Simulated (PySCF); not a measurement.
# C4H8F2: NMR shifts at several levels of theory, part 1 of 2

Aim: compute the NMR shifts of C4H8F2 (`CC(CF)CF`) at several levels, and see how far they spread and what each costs.

Programs: PySCF 2.14.0, with density-fitted response routines of our own. Each step states its level of theory. These are calculated values for one molecule in the gas phase, unless marked as measured. Atoms count from 0, in the outputs and in this text.

### Step 1. The molecule as given

14 atoms, charge 0, multiplicity 1; geometry from: GFN2-xTB.

Bonds of the start (Å): C0–C1 1.53, C1–C2 1.53, C2–F3 1.37, C1–C4 1.53, C4–F5 1.37, C0–H6 1.09, C0–H7 1.09, C0–H8 1.09, C1–H9 1.09, C2–H10 1.09, C2–H11 1.09, C4–H12 1.09, C4–H13 1.09.

### Step 2. Optimising the geometry at PBE0-D3(BJ)/def2-SVP

Job settings and geometry (Å):

```
{"job": {"xc": "PBE0", "basis": "def2-SVP", "d3": "d3bj", "grid": 1, "kind": "geom"}, "charge": 0, "multiplicity": 1}
C     -0.534288    -1.356552     0.242618
C     -0.125806    -0.038225    -0.408553
C      1.388637     0.161484    -0.340337
F      1.824140     0.111891     0.962197
C     -0.837811     1.133162     0.266188
F     -0.652795     2.283199    -0.463789
H     -1.611188    -1.493746     0.187839
H     -0.052172    -2.190003    -0.262333
H     -0.234556    -1.366354     1.287850
H     -0.404241    -0.042223    -1.467461
H      1.674705     1.141747    -0.733131
H      1.918175    -0.630223    -0.878737
H     -1.917693     0.965131     0.319047
H     -0.435785     1.320236     1.266435
```

The program printed:

```text
step   0  E = -356.27817467  max force = 0.014970
step   1  E = -356.27974376  max force = 0.002908
step   2  E = -356.27980031  max force = 0.000749
step   3  E = -356.27980512  max force = 0.000195
optimisation converged
```

Run time: 20 s. Hardware: 1 thread, shared host.

Step by step:

```csv
step,energy from step 0 (eV),largest force component (eV/Å)
0,0.0000,0.7698
1,-0.0427,0.1495
2,-0.0442,0.0385
3,-0.0444,0.0100
```

Close pairs (by a distance rule), those that changed most:

```csv
bond,before (Å),after (Å),change (Å)
C0–H6,1.087,1.101,+0.014
C0–H7,1.087,1.100,+0.013
C0–H8,1.087,1.100,+0.013
C1–C2,1.529,1.516,-0.013
C1–C4,1.528,1.517,-0.011
C1–H9,1.095,1.105,+0.010
C2–H11,1.094,1.104,+0.009
C4–H13,1.094,1.103,+0.009
```

The end geometry stands in the next job.

```csv
at the end point,value
point group (found at 0.08 Å tolerance),C1
"rotational constants (GHz, main isotopes)","4.256, 2.789, 2.020"
dipole moment (D),2.00
```

### Step 3. Shielding tensors: WP04/pcSseg-1

Job settings and geometry (Å):

```
{"job": {"kind": "nmr", "xc": "WP04", "basis": "pcSseg-1", "pop": false}, "charge": 0, "multiplicity": 1}
C     -0.593309    -1.426541     0.237556
C     -0.313044    -0.085403    -0.426030
C      1.167936     0.239904    -0.443794
F      1.658642     0.268556     0.842566
C     -1.091346     1.026924     0.251512
F     -0.899639     2.214166    -0.413808
H     -1.668563    -1.660996     0.238194
H     -0.072838    -2.241211    -0.287708
H     -0.240765    -1.424489     1.279883
H     -0.641022    -0.118036    -1.480666
H      1.336550     1.227810    -0.901716
H      1.729800    -0.521084    -1.012057
H     -2.170745     0.798834     0.258787
H     -0.748947     1.150465     1.293172
```

Method: GIAO WP04/pcSseg-1 NMR shielding, non-relativistic, gas phase.

The program printed:

```text
coarse grid: 11480 points
cycle   1  E = -364.1543101909  dE =  4.075e-01  |g| = 1.034e+00  |ddm| = 3.097e+00
cycle   2  E = -363.9608745667  dE =  1.934e-01  |g| = 1.541e+00  |ddm| = 1.722e+00
cycle   3  E = -364.3168063316  dE = -3.559e-01  |g| = 1.366e-01  |ddm| = 1.161e+00
cycle   4  E = -364.3201896280  dE = -3.383e-03  |g| = 5.134e-02  |ddm| = 1.249e-01
cycle   5  E = -364.3208125102  dE = -6.229e-04  |g| = 7.826e-03  |ddm| = 4.370e-02
cycle   6  E = -364.3208239170  dE = -1.141e-05  |g| = 3.132e-03  |ddm| = 7.366e-03
cycle   7  E = -364.3208260015  dE = -2.085e-06  |g| = 3.760e-04  |ddm| = 2.345e-03
final grid: 111016 points
cycle   8  E = -364.3900742218  dE = -5.472e-05  |g| = 1.066e-02  |ddm| = 2.998e-02
cycle   9  E = -364.3900464203  dE =  2.780e-05  |g| = 1.658e-02  |ddm| = 1.718e-02
cycle  10  E = -364.3900974210  dE = -5.100e-05  |g| = 1.316e-03  |ddm| = 1.023e-02
cycle  11  E = -364.3900977353  dE = -3.143e-07  |g| = 2.314e-04  |ddm| = 1.102e-03
cycle  12  E = -364.3900977444  dE = -9.102e-09  |g| = 3.962e-05  |ddm| = 1.695e-04
cycle  13  E = -364.3900977447  dE = -2.324e-10  |g| = 2.187e-05  |ddm| = 4.156e-05
converged SCF energy = -364.3900977447

GIAO shielding tensors (ppm)
atom      isotropic    diamagn.    paramagn.     s11        s22        s33       span
  0 C      158.161     248.358     -90.197    143.507    157.420    173.557     30.050
  1 C      132.451     250.244    -117.794    129.167    133.308    134.877      5.710
  2 C       87.472     243.923    -156.451     51.791     68.785    141.841     90.050
  3 F      429.052     478.041     -48.989    411.784    430.448    444.924     33.140
  4 C       86.559     245.098    -158.540     46.051     66.287    147.338    101.287
  5 F      410.999     475.937     -64.938    380.260    409.839    442.898     62.637
  6 H       30.840      29.739       1.102     26.567     28.941     37.013     10.446
  7 H       30.548      29.907       0.641     26.763     28.016     36.867     10.104
  8 H       30.373      30.782      -0.410     26.374     29.474     35.269      8.895
  9 H       30.075      31.879      -1.804     26.821     28.666     34.740      7.919
 10 H       26.836      29.403      -2.568     23.369     27.045     30.094      6.724
 11 H       27.452      29.637      -2.185     23.472     27.237     31.648      8.176
 12 H       27.443      29.308      -1.865     22.942     28.880     30.509      7.567
 13 H       27.180      30.199      -3.019     23.930     28.225     29.385      5.455
```

Wall time 11 s (1 thread, shared host).

Shifts follow as δ = σ(reference) − σ, with reference shieldings (ppm) from runs at the same level and on the same kind of geometry: 1H TMS 31.56, 13C TMS 172.4, 19F CFCl3 177.0. The references are single molecules in the gas phase, so shifts against H2O, NH3, PH3, H3PO4 or CFCl3 are not on the usual liquid scales and can be off by tens of ppm. Atoms listed in one row are averaged.

```csv
atoms,environment,σ (ppm),δ (ppm)
"C2, C4",sp3 CH2 bonded to F,87.0,85.4
C1,sp3 CH,132.5,40.0
C0,methyl carbon,158.2,14.3
"H10, H12",hydrogen on an sp3 CH2 bonded to F,27.14,4.42
"H11, H13",hydrogen on an sp3 CH2 bonded to F,27.32,4.25
H9,hydrogen on an sp3 CH,30.08,1.49
"H6, H7, H8",hydrogen on a methyl carbon,30.59,0.98
"F3, F5",fluorine on an sp3 carbon,420.0,-243.1
```

### Step 4. NMR shieldings: B97-2/pcSseg-1

Same as in step 3 but for these lines:

```diff
@@ -1,2 +1,2 @@
-{"job": {"kind": "nmr", "xc": "WP04", "basis": "pcSseg-1", "pop": false}, "charge": 0, "multiplicity": 1}
+{"job": {"kind": "nmr", "xc": "B97-2", "basis": "pcSseg-1", "pop": false}, "charge": 0, "multiplicity": 1}
 C     -0.593309    -1.426541     0.237556
```

Level: GIAO B97-2/pcSseg-1 NMR shielding, non-relativistic, gas phase.

The program printed:

```text
coarse grid: 11480 points
cycle   1  E = -356.6624860883  dE =  4.588e-01  |g| = 6.580e-01  |ddm| = 3.019e+00
cycle   2  E = -356.6054855088  dE =  5.700e-02  |g| = 9.256e-01  |ddm| = 1.072e+00
cycle   3  E = -356.7331311121  dE = -1.276e-01  |g| = 6.480e-02  |ddm| = 6.598e-01
cycle   4  E = -356.7338082625  dE = -6.772e-04  |g| = 3.147e-02  |ddm| = 6.685e-02
cycle   5  E = -356.7340412173  dE = -2.330e-04  |g| = 4.194e-03  |ddm| = 2.819e-02
cycle   6  E = -356.7340446949  dE = -3.478e-06  |g| = 1.198e-03  |ddm| = 3.682e-03
final grid: 111016 points
cycle   7  E = -356.7722570061  dE = -5.852e-05  |g| = 9.145e-03  |ddm| = 2.787e-02
cycle   8  E = -356.7722459775  dE =  1.103e-05  |g| = 1.260e-02  |ddm| = 1.224e-02
cycle   9  E = -356.7722678674  dE = -2.189e-05  |g| = 6.344e-04  |ddm| = 7.969e-03
cycle  10  E = -356.7722679447  dE = -7.722e-08  |g| = 2.212e-04  |ddm| = 6.182e-04
cycle  11  E = -356.7722679566  dE = -1.192e-08  |g| = 2.948e-05  |ddm| = 2.127e-04
cycle  12  E = -356.7722679567  dE = -1.710e-10  |g| = 9.523e-06  |ddm| = 2.594e-05
converged SCF energy = -356.7722679567

GIAO shielding tensors (ppm)
atom      isotropic    diamagn.    paramagn.     s11        s22        s33       span
  0 C      171.012     247.350     -76.337    155.393    171.056    186.588     31.194
  1 C      146.100     248.694    -102.593    142.293    146.507    149.501      7.207
  2 C      102.119     242.221    -140.102     68.467     83.381    154.508     86.040
  3 F      439.633     474.627     -34.994    407.814    448.390    462.696     54.882
  4 C      100.971     243.486    -142.515     61.947     80.378    160.588     98.641
  5 F      417.696     472.903     -55.206    378.986    418.249    455.853     76.867
  6 H       30.671      29.461       1.210     26.065     28.623     37.325     11.260
  7 H       30.374      29.504       0.870     26.314     27.606     37.203     10.890
  8 H       30.230      29.963       0.267     25.946     29.223     35.521      9.575
  9 H       29.932      31.512      -1.580     26.348     28.338     35.111      8.763
 10 H       26.526      28.984      -2.458     22.880     26.679     30.019      7.140
 11 H       27.174      29.223      -2.049     22.930     26.909     31.682      8.752
 12 H       27.164      29.100      -1.936     22.419     28.672     30.403      7.984
 13 H       26.938      29.406      -2.468     23.587     27.966     29.261      5.674
```

It took 10 s on 1 thread, shared host.

In short: δ C2 82.1, C1 37.6, C0 12.7, F3 -250.5, H10 4.53, H11 4.32 ppm (means over like atoms).

### Step 5. Nuclear shieldings: BHandHLYP/pcSseg-1

Same as in step 4 but for these lines:

```diff
@@ -1,2 +1,2 @@
-{"job": {"kind": "nmr", "xc": "B97-2", "basis": "pcSseg-1", "pop": false}, "charge": 0, "multiplicity": 1}
+{"job": {"kind": "nmr", "xc": "BHandHLYP", "basis": "pcSseg-1", "pop": false}, "charge": 0, "multiplicity": 1}
 C     -0.593309    -1.426541     0.237556
```

Method: GIAO BHandHLYP/pcSseg-1 NMR shielding, non-relativistic, gas phase.

The program printed:

```text
coarse grid: 11480 points
cycle   1  E = -356.6000022898  dE =  6.065e-01  |g| = 6.397e-01  |ddm| = 2.970e+00
cycle   2  E = -356.6046742184  dE = -4.672e-03  |g| = 6.867e-01  |ddm| = 7.659e-01
cycle   3  E = -356.6723540830  dE = -6.768e-02  |g| = 4.248e-02  |ddm| = 4.237e-01
cycle   4  E = -356.6726530356  dE = -2.990e-04  |g| = 1.942e-02  |ddm| = 3.595e-02
cycle   5  E = -356.6727374998  dE = -8.446e-05  |g| = 4.763e-03  |ddm| = 1.924e-02
cycle   6  E = -356.6727430000  dE = -5.500e-06  |g| = 3.847e-04  |ddm| = 3.686e-03
final grid: 111016 points
cycle   7  E = -356.7092632533  dE = -1.536e-05  |g| = 3.947e-03  |ddm| = 1.128e-02
cycle   8  E = -356.7092632334  dE =  1.989e-08  |g| = 4.207e-03  |ddm| = 5.430e-03
cycle   9  E = -356.7092663135  dE = -3.080e-06  |g| = 2.825e-04  |ddm| = 2.555e-03
cycle  10  E = -356.7092663255  dE = -1.201e-08  |g| = 1.186e-04  |ddm| = 2.894e-04
cycle  11  E = -356.7092663283  dE = -2.853e-09  |g| = 1.209e-05  |ddm| = 9.506e-05
cycle  12  E = -356.7092663284  dE = -3.536e-11  |g| = 4.565e-06  |ddm| = 1.452e-05
converged SCF energy = -356.7092663284

GIAO shielding tensors (ppm)
atom      isotropic    diamagn.    paramagn.     s11        s22        s33       span
  0 C      171.577     246.406     -74.829    155.731    172.059    186.939     31.208
  1 C      146.974     247.273    -100.299    142.953    147.011    150.959      8.006
  2 C      103.531     241.224    -137.692     70.953     85.032    154.609     83.657
  3 F      451.524     475.246     -23.722    416.362    461.822    476.388     60.026
  4 C      102.309     242.603    -140.294     63.958     81.871    161.098     97.141
  5 F      429.994     473.620     -43.626    390.817    431.316    467.850     77.034
  6 H       30.718      29.406       1.312     25.995     28.597     37.561     11.566
  7 H       30.408      29.438       0.970     26.236     27.586     37.401     11.165
  8 H       30.283      29.830       0.452     25.894     29.251     35.703      9.809
  9 H       30.069      31.343      -1.275     26.375     28.423     35.409      9.034
 10 H       26.677      28.872      -2.195     23.019     26.748     30.264      7.245
 11 H       27.302      29.150      -1.848     23.087     26.957     31.862      8.776
 12 H       27.294      29.067      -1.773     22.509     28.748     30.625      8.116
 13 H       27.079      29.280      -2.200     23.728     28.035     29.475      5.748
```

Wall time 10 s (1 thread, shared host).

This run: δ C2 81.1, C1 37.0, C0 12.4, F3 -236.4, H10 4.46, H11 4.25 ppm (means over like atoms).

(Continued in part 2 of 2.)
